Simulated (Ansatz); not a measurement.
A run for Ansatz (a first-principles code): R-B3LYP-D3(BJ)/def2-TZVP on allene (SMILES C=C=C).

Ansatz 0.2 input:
```yaml
crystal:
  periodic: [false, false, false]
  atoms:
    - {symbol: C, position_ang: [1.29383690, 0.01476237, -0.00982414]}
    - {symbol: C, position_ang: [-0.02671776, -0.01124012, -0.03034940]}
    - {symbol: C, position_ang: [-1.29179569, 0.03530646, -0.01506620]}
    - {symbol: H, position_ang: [1.84498575, -0.63550474, -0.62909339]}
    - {symbol: H, position_ang: [1.86136243, 0.63678596, 0.63832245]}
    - {symbol: H, position_ang: [-1.84614090, 0.59067356, -0.66882847]}
    - {symbol: H, position_ang: [-1.91193668, -0.68748613, 0.60294795]}
basis:
  gaussian:
    orbitals: def2-TZVP
hamiltonian:
  xc: b3lyp
  dispersion: d3bj
relax: {f_tol: 0.003, max_steps: 120}
```

The log:

```
WARN ansatz: RAYON_NUM_THREADS=1 ignored (pool sized by the plan → 1); use --threads N
Functional definition: B3LYP
integrals: 0.03 GiB planned
716 factors; their error is unknown
mean field: 0.32 GiB planned
mean field evaluation 1: about -3168.3969 eV, gradient 5.5e1 eV
mean field evaluation 2: about -3167.4765 eV, gradient 5.6e1 eV
mean field evaluation 4: about -3175.5197 eV, gradient 5.0e0 eV
mean field evaluation 8: about -3175.5785 eV, gradient 2.0e-1 eV
mean field evaluation 16: about -3175.5711 eV, gradient 6.9e-5 eV
mean field -3175.57113842 eV, -116.7000868574 hartree, gradient 2.1e-5 eV, S^2 0.000000; 0 other end points of the search recorded, 0 dependent functions left out
the calculation of the forces begins
reference -3175.57135555 eV, -116.7000948368 hartree; 11, 11 occupied and 106, 106 virtual orbitals, 716 factors
relax step   1: F+E_penalty+E_count = -3175.73221694 eV  Δ(F+E_penalty+E_count) = +0.000e0 eV  max|allowed force component| = 3.534e0 eV/Å  Δτ_max = 0.0000 Å  (28 SCF iters, accepted)
these checks for a lower state are left out or cut short: starts, cluster_reference, orbital_swaps, neighbouring_geometries, increment
integrals: 0.03 GiB planned
716 factors; their error is unknown
mean field: 0.31 GiB planned
mean field -3175.52695992 eV, -116.6984633275 hartree, gradient 8.1e-6 eV, S^2 0.000000; 0 other end points of the search recorded, 0 dependent functions left out
the calculation of the forces begins
reference -3175.52718913 eV, -116.6984717509 hartree; 11, 11 occupied and 106, 106 virtual orbitals, 716 factors
relax step   2: F+E_penalty+E_count = -3175.68725914 eV  Δ(F+E_penalty+E_count) = +4.496e-2 eV  max|allowed force component| = 1.789e0 eV/Å  Δτ_max = 0.1940 Å  (35 SCF iters, rejected (line search))
these checks for a lower state are left out or cut short: starts, cluster_reference, orbital_swaps, neighbouring_geometries, increment
integrals: 0.03 GiB planned
716 factors; their error is unknown
mean field: 0.32 GiB planned
mean field evaluation 32: about -3175.7870 eV, gradient 6.8e-6 eV
mean field -3175.78701775 eV, -116.7080202765 hartree, gradient 6.9e-6 eV, S^2 0.000000; 0 other end points of the search recorded, 0 dependent functions left out
the calculation of the forces begins
reference -3175.78723454 eV, -116.7080282434 hartree; 11, 11 occupied and 106, 106 virtual orbitals, 716 factors
relax step   3: F+E_penalty+E_count = -3175.94801766 eV  Δ(F+E_penalty+E_count) = -2.158e-1 eV  max|allowed force component| = 1.728e-1 eV/Å  Δτ_max = 0.0661 Å  (30 SCF iters, accepted)
these checks for a lower state are left out or cut short: starts, cluster_reference, orbital_swaps, neighbouring_geometries, increment
integrals: 0.03 GiB planned
716 factors; their error is unknown
mean field: 0.31 GiB planned
mean field -3175.79363223 eV, -116.7082633541 hartree, gradient 6.3e-6 eV, S^2 0.000000; 0 other end points of the search recorded, 0 dependent functions left out
the calculation of the forces begins
reference -3175.79384884 eV, -116.7082713146 hartree; 11, 11 occupied and 106, 106 virtual orbitals, 716 factors
relax step   4: F+E_penalty+E_count = -3175.95422976 eV  Δ(F+E_penalty+E_count) = -6.212e-3 eV  max|allowed force component| = 1.328e-1 eV/Å  Δτ_max = 0.0287 Å  (30 SCF iters, accepted)
these checks for a lower state are left out or cut short: starts, cluster_reference, orbital_swaps, neighbouring_geometries, increment
integrals: 0.03 GiB planned
716 factors; their error is unknown
mean field: 0.31 GiB planned
mean field -3175.79490813 eV, -116.7083102427 hartree, gradient 6.2e-6 eV, S^2 0.000000; 0 other end points of the search recorded, 0 dependent functions left out
the calculation of the forces begins
reference -3175.79512468 eV, -116.7083182009 hartree; 11, 11 occupied and 106, 106 virtual orbitals, 716 factors
relax step   5: F+E_penalty+E_count = -3175.95559981 eV  Δ(F+E_penalty+E_count) = -1.370e-3 eV  max|allowed force component| = 3.805e-2 eV/Å  Δτ_max = 0.0136 Å  (31 SCF iters, accepted)
these checks for a lower state are left out or cut short: starts, cluster_reference, orbital_swaps, neighbouring_geometries, increment
integrals: 0.03 GiB planned
716 factors; their error is unknown
mean field: 0.31 GiB planned
mean field -3175.79492791 eV, -116.7083109695 hartree, gradient 6.3e-6 eV, S^2 0.000000; 0 other end points of the search recorded, 0 dependent functions left out
the calculation of the forces begins
reference -3175.79514442 eV, -116.7083189262 hartree; 11, 11 occupied and 106, 106 virtual orbitals, 716 factors
relax step   6: F+E_penalty+E_count = -3175.95561916 eV  Δ(F+E_penalty+E_count) = -1.935e-5 eV  max|allowed force component| = 5.137e-4 eV/Å  Δτ_max = 0.0006 Å  (31 SCF iters, accepted)
integrals: 0.03 GiB planned
716 factors; their error is unknown
mean field: 0.31 GiB planned
mean field evaluation 64: about -3175.7215 eV, gradient 5.6e0 eV
mean field -3175.79492791 eV, -116.7083109695 hartree, gradient 6.3e-6 eV, S^2 0.000000; 1 other end points of the search recorded, 0 dependent functions left out
the calculation of the forces begins
reference -3175.79514442 eV, -116.7083189262 hartree; 11, 11 occupied and 106, 106 virtual orbitals, 716 factors
Total energy: -3175.95583567 eV, -116.7142242207 hartree
Atom 0 at     1.289153    -0.001245    -0.003678 Å, force    -0.000381    -0.000084    -0.000264 eV/Å
Atom 1 at    -0.010913    -0.008089    -0.016055 Å, force     0.000024    -0.000006     0.000514 eV/Å
Atom 2 at    -1.310979    -0.014940    -0.028283 Å, force     0.000229     0.000007    -0.000480 eV/Å
Atom 3 at     1.861823    -0.652114    -0.654358 Å, force     0.000176     0.000071     0.000067 eV/Å
Atom 4 at     1.842445     0.655563     0.657708 Å, force     0.000185     0.000010    -0.000031 eV/Å
Atom 5 at    -1.871276     0.638139    -0.687470 Å, force    -0.000099    -0.000047     0.000164 eV/Å
Atom 6 at    -1.876658    -0.674018     0.620243 Å, force    -0.000135     0.000048     0.000031 eV/Å
Dipole moment:    -0.000001    -0.000010     0.000011 e Å
```

The calculation finished and met its thresholds.

Cost: very roughly 14 core-seconds.
